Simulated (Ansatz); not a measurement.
```yaml
crystal:
  periodic: [false, false, false]
  atoms:
    - {symbol: Si, position_ang: [0.725443, 0.985098, -0.566104]}
    - {symbol: Si, position_ang: [-1.305844, -0.321354, -0.093051]}
    - {symbol: S, position_ang: [0.580401, -0.663744, 0.659155]}
basis:
  gaussian: {orbitals: x2c-TZVPPall}
total_charge: 1
magnetization: {spin_polarized: false, initial_magnetization: 3}
hamiltonian: {xc: {name: LC-wPBE}}
scf: {omitted_lower_state_checks: [starts]}
```

```sh
$ ansatz run in.yaml --threads 4 --pin off --events-out ev --progress --plain --max-ram 3916MiB
```

It prints (some lines left out):

```
Functional definition: LC-wPBE
  name "LC-wPBE"
  cite "Vydrov & Scuseria, J. Chem. Phys. 125, 234109 (2006) doi:10.1063/1.2409292"
  cite "Heyd & Scuseria, J. Chem. Phys. 120, 7274 (2004) doi:10.1063/1.1668634"
  cite "Ernzerhof & Perdew, J. Chem. Phys. 109, 3313 (1998) doi:10.1063/1.476928"
  cite "Perdew, Burke & Ernzerhof, Phys. Rev. Lett. 77, 3865 (1996) doi:10.1103/PhysRevLett.77.3865"
  parent pbe
  parameter omega = 0.4/bohr
  exchange = pbe_x_sr(omega) + exact_x_lr(omega)
  correlation = pbe_c
these checks for a lower state are left out or cut short: starts
896 factors; their error is unknown
247 factors; integrals over basis functions are off by at most 2.4e-5 eV
mean field evaluation 1: about -26630.2902 eV, gradient 3.1e1 eV
mean field evaluation 2: about -26629.4371 eV, gradient 3.5e1 eV
mean field evaluation 4: about -26633.3375 eV, gradient 9.9e-1 eV
mean field evaluation 8: about -26633.3529 eV, gradient 6.1e-2 eV
mean field evaluation 16: about -26633.3177 eV, gradient 4.8e-4 eV
mean field evaluation 32: about -26633.8993 eV, gradient 1.5e-5 eV
mean field -26633.89931340 eV, -978.7777466622 hartree, gradient 1.5e-5 eV, S^2 3.750000; 0 other end points of the search recorded, 0 dependent functions left out
reference -26633.89931341 eV, -978.7777466625 hartree; 23, 20 occupied and 103, 106 virtual orbitals, 896 factors
Total energy: -26633.89931341 eV, -978.7777466625 hartree
Relativity: scalar
Checks for a lower state left out: starts
```

Hardware: 4 threads of Arm Neoverse V2 on a shared host. Wall time 2.9 s.

DK, ANO-RCC and x2c sets are all-electron and run with scalar relativity unless a key says otherwise. LC-ωPBE has ω = 0.4 bohr⁻¹.

With spin_polarized false and unpaired electrons the run is restricted open-shell.
